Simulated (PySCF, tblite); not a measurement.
Rigid-rotor lines calculated for a species of formula C4H11P (commonest isotopes; CAM-B3LYP/def2-SVPD in PySCF (dipole) on a GFN2-xTB geometry, gas phase), labelled J(Ka,Kc):

| transition | MHz |
| --- | --- |
| 2(1,2) ← 1(1,1) | 8848.0 |
| 2(1,1) ← 1(1,0) | 9950.1 |
| 1(0,1) ← 0(0,0) | 4699.5 |
| 2(0,2) ← 1(0,1) | 9333.6 |
| 1(1,1) ← 0(0,0) | 7887.8 |

**Question.** Find the rotational constants.

**Answer.** 1(0,1) ← 0(0,0) is B + C, 2(1,1) ← 1(1,0) is 3B + C and 2(1,2) ← 1(1,1) is B + 3C, so B − C is half the difference of the last two, 551.1 MHz. 1(1,1) ← 0(0,0) is A + C. A = 5813.6, B = 2625.3, C = 2074.2 MHz.

**Question.** What moments of inertia, asymmetry and inertial defect follow?

**Answer.** I = 505379 MHz·u·Å² over each constant: Ia = 86.93, Ib = 192.50, Ic = 243.64 u·Å²; κ = (2B − A − C)/(A − C) = -0.705 (asymmetric top); Δ = Ic − Ia − Ib = -35.79 u·Å².

**Question.** Which dipole components do these lines need?

**Answer.** μa and μb (a-type: ΔKa even, ΔKc odd; b-type: both odd). The calculation gives |μa| = 0.16 D, |μb| = 0.67 D, |μc| = 1.10 D.

**Question.** Where do these fall, and of which type are they? 2(2,1) ← 1(1,1); 2(2,1) ← 2(1,2); 2(2,0) ← 2(1,1); 1(1,1) ← 1(0,1); 1(1,0) ← 1(1,1); 1(1,0) ← 1(0,1); 2(0,2) ← 1(1,1); 2(1,1) ← 2(0,2); 1(1,0) ← 0(0,0); 2(2,0) ← 1(1,0); 2(1,2) ← 1(0,1).

**Answer.** 
| transition | MHz | type | branch |
| --- | --- | --- | --- |
| 1(1,0) ← 1(1,1) | 551 | a | Q |
| 1(1,1) ← 1(0,1) | 3188 | c | Q |
| 1(1,0) ← 1(0,1) | 3739 | b | Q |
| 2(1,1) ← 2(0,2) | 4356 | b | Q |
| 2(0,2) ← 1(1,1) | 6145 | b | R |
| 1(1,0) ← 0(0,0) | 8439 | c | R |
| 2(2,0) ← 2(1,1) | 9630 | b | Q |
| 2(2,1) ← 2(1,2) | 11218 | b | Q |
| 2(1,2) ← 1(0,1) | 12036 | b | R |
| 2(2,0) ← 1(1,0) | 19580 | c | R |
| 2(2,1) ← 1(1,1) | 20066 | c | R |

**Question.** Which structure gave them?

**Answer.** `CPC(C)C`, point group C1. Three constants can't fix a structure by themselves; this is the one that was computed:
```xyz
16
C4H11P angstrom
C      2.296   -0.328    0.187
P      0.999    0.851    0.787
C     -0.512    0.083   -0.025
C     -0.917   -1.187    0.717
C     -1.648    1.101   -0.019
H      3.268    0.149    0.293
H      2.137   -0.606   -0.854
H      2.287   -1.222    0.809
H      1.198    1.785   -0.241
H     -0.258   -0.170   -1.062
H     -1.808   -1.621    0.267
H     -0.122   -1.930    0.682
H     -1.131   -0.962    1.760
H     -2.535    0.686   -0.497
H     -1.359    2.005   -0.553
H     -1.902    1.375    1.003
```

The values belong to one conformer (point group C1) with, in the numbering `[CH3:1][PH:2][CH:3]([CH3:4])[CH3:5]`, C1–P2–C3–C4 75°. Its GFN2-xTB frequencies are all real (lowest 69 cm⁻¹). No vibrational averaging or centrifugal distortion is included, and the geometry carries the error of its method. A rigid rotor knows nothing of internal rotation, which can split or shift real lines.
